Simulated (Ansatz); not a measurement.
A made-up structure of CH₃SSi, doublet:

| atom | x (Å) | y (Å) | z (Å) |
| --- | --- | --- | --- |
| Si1 | -0.8215 | 0.3794 | -0.7737 |
| C2 | 1.0134 | -0.4743 | 1.7766 |
| S3 | 0.1854 | -0.3381 | 0.3541 |
| H4 | -1.5200 | -0.4338 | -1.7891 |
| H5 | -1.0477 | 1.8397 | -0.8975 |
| H6 | 1.9347 | -0.8646 | 1.4267 |

It is relaxed with PBE-D4/def2-SVP and then PBE0-D4/def2-TZVP (Ansatz 0.2.0). Atoms count as bonded within 1.22 times the sum of their covalent radii (H–H: 0.88 Å). The end point is not checked to be a true minimum.

Task: Does its bonding change? (A judgement: the text doesn't fix the answer.)

Result: The calculation gives: No: no bond forms or breaks.

Where it ends: The first stage lowers the energy by 3.66 eV in 15 steps. It ends as CH₃SSi ([CH][S][SiH2]):
```xyz
6
angstrom
Si -0.6105 0.4527 -1.1647
C 1.0286 -0.0237 1.2673
S 0.5105 -0.9822 0.0215
H -1.8062 -0.2573 -1.7044
H -0.9634 1.5954 -0.2824
H 1.5853 -0.6765 1.9599
```

Labels in which every atom is bracketed show which atoms are joined, not bond orders.

For scale, one of the runs: PBE0-D4/def2-TZVP relaxation, 123 basis functions, launched by `ansatz run in.yaml --threads 2 --pin off --events-out ev --progress --plain --max-ram 4352MiB`. Hardware: 2 CPU threads of an Arm Neoverse V1, shared host. Wall time about 48 s.
